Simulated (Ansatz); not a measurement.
Geometry optimisation, RHF/6-31G (Ansatz 0.2.0).

Input file:

```yaml
crystal:
  periodic: [false, false, false]
  atoms:
    - { symbol: B, position_ang: [-0.76461, 0.82865, -0.80597] }
    - { symbol: B, position_ang: [0.03209, 0.26347, 0.50624] }
    - { symbol: C, position_ang: [0.75159, -1.00599, 0.49493] }
    - { symbol: H, position_ang: [-0.83505, 0.25896, -1.86606] }
    - { symbol: H, position_ang: [-1.3667, 1.87789, -0.86076] }
    - { symbol: H, position_ang: [0.06188, 0.89057, 1.5641] }
    - { symbol: H, position_ang: [1.30607, -1.44014, 1.33988] }
    - { symbol: H, position_ang: [0.81474, -1.67342, -0.37236] }
total_charge: -1
basis:
  gaussian: { orbitals: "6-31G" }
hamiltonian:
  xc: hf
relax:
  f_tol: 0.015
  max_steps: 40
output:
  orbitals: {}
```

Launched with:

```bash
$ ansatz run input.yaml --threads 1 --pin off --max-ram 2048MiB --backend cpu --events-out ev --progress --plain --runs-dir out
```

Where does it end, and by what steps?

The run converged. Limits of this set-up: no polarisation functions, an anion without diffuse functions. After 6 steps the energy has fallen by 0.058 eV; H8 moved furthest, 0.08 Å.

```tsv
step	energy less start (eV)	largest force component (eV/Å)	accepted
0	0.0000	1.225	yes
1	-0.0512	0.377	yes
2	-0.0371	0.445	no
3	-0.0580	0.050	yes
4	-0.0582	0.019	yes
5	-0.0583	0.051	yes
6	-0.0583	0.010	yes
```

```xyz
8
Properties=species:S:1:pos:R:3
B -0.766 0.832 -0.807
B 0.051 0.263 0.564
C 0.752 -1.010 0.491
H -0.801 0.203 -1.849
H -1.381 1.883 -0.906
H 0.062 0.912 1.607
H 1.311 -1.463 1.308
H 0.773 -1.621 -0.408
```

Whether the end is a true minimum wasn't checked by a vibrational analysis.

Time of the run: 12 s on 1 thread of Intel(R) Xeon(R) Processor @ 2.50GHz (Skylake/Cascade Lake) (shared host), peak memory 0.1 GiB.
